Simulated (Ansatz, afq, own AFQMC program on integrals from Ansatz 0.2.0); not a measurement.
Where AFQMC and coupled cluster stand for BGeH3, singlet

```xyz
5

Ge   -0.0384    0.0000    0.2527
B     0.1239    0.0000   -1.6278
H     0.4047    1.2770    0.9705
H     0.4047   -1.2770    0.9705
H     0.6313    0.0000   -2.6967
```

Connectivity, by distances: GeH2–BH.

Basis cc-pVDZ. Noble-gas cores (and the filled d shells of Ga–Kr and In–Xe) are frozen. AFQMC by an in-house program on the Cholesky factors that Ansatz 0.2.0 writes for its CCSD(T) run. ph-AFQMC/CISD is guided by a CISD state made of CCSD amplitudes; releasing the constraint for a short imaginary time cuts its bias at the price of noise, slowly where states lie close. ± is one standard error of the sampling. No spin–orbit coupling.

Determinant: RHF, the one that the program's search chose, which needn't be the lowest solution. The geometry is a point of a scan.

No full CI on the walks' own integrals is used here; CCSDT(Q) serves as the reference and is uncertain by about the last step of the cluster series.

Cautions: no relativity below Rb; no spin-orbit coupling; inner d shell frozen; higher spins were not checked; restricted determinant unstable towards unrestricted (UHF 362 meV lower, ⟨S²⟩ 0.64).

- T1 diagnostic: 0.0195
- weight of the determinant in the CISD state: 0.850
- size of the correlated space: 10 electrons in 41 orbitals

Reference: CCSDT(Q), correlation energy -6.020 eV. The released energy is read at 2.40 1/Eh (meV from the phaseless value at times in 1/Eh: -14 ± 16 at 0.24, -44 ± 15 at 0.51, -53 ± 13 at 0.99, -62 ± 18 at 1.62, -37 ± 20 at 2.40).

```
         level  E − E(reference) (kJ/mol)  share of correlation (%)
            HF                      580.8                      0.00
           MP2                      128.5                     77.87
          CCSD                       27.3                     95.30
       CCSD(T)                        5.2                     99.10
         CCSDT                        1.5                     99.74
   ph-AFQMC/HF                 -7.3 ± 5.8                    101.26
 ph-AFQMC/CISD                  5.6 ± 1.1                     99.04
released AFQMC                  2.0 ± 1.9                     99.65
```

A walk keeps the symmetry of its determinant, which the program's search chose and which needn't be the lowest solution, so a lower state of the same spin and another symmetry isn't excluded. Released energies are given only where the last usable release times agree within the noise; a slower fall can still hide under it.
